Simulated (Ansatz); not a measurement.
Reaction: CH4S (methanethiol, SMILES SC) + H+ → CH5S+ (SMILES C[SH2+])
Each species at its own B3LYP-D3(BJ)/def2-TZVP minimum (Ansatz, a quantum-chemistry and plane-wave program).

Wanted: proton affinity (electronic), positive where energy is released, in kcal/mol. Radicals and triplets start from unrestricted determinants; spin-orbit coupling is neglected. CBS(X,Y): correlation extrapolated as X^-3, Hartree-Fock from the larger set (Q,5: extrapolated as (X+1)exp(-9√X)). A bracket is a step between two methods taken in the basis named. The functionals are non-relativistic, so their misses hold any scalar relativity. Double hybrids freeze cores in their MP2 part. 'core' is core correlation in cc-pwCVTZ (1s frozen past Ne), 'X2C' scalar relativity in cc-pVTZ-DK, both at CCSD(T).

CCSD(T)/CBS(cc-pV(Q+d)Z,cc-pV(5+d)Z) + [CCSDT(Q) - CCSD(T)]/cc-pV(D+d)Z + core + X2C (Ansatz) gives 190.8 kcal/mol.

Q: How far off this value is PBE/def2-TZVPD (Ansatz), in which direction, and which of these levels come nearer: B3LYP/def2-TZVPD, B2PLYP/def2-TZVPD, CCSD(T)/CBS(cc-pV(Q+d)Z,cc-pV(5+d)Z) + core + X2C?

A: PBE gives 191.3 kcal/mol, 0.5 kcal/mol above it. Differences of the others: B3LYP/def2-TZVPD (Ansatz) 0.9; B2PLYP/def2-TZVPD (Ansatz) -0.2; CCSD(T)/CBS(cc-pV(Q+d)Z,cc-pV(5+d)Z) + core + X2C (Ansatz) -0.1 kcal/mol. Nearer than PBE: B2PLYP/def2-TZVPD, CCSD(T)/CBS(cc-pV(Q+d)Z,cc-pV(5+d)Z) + core + X2C.
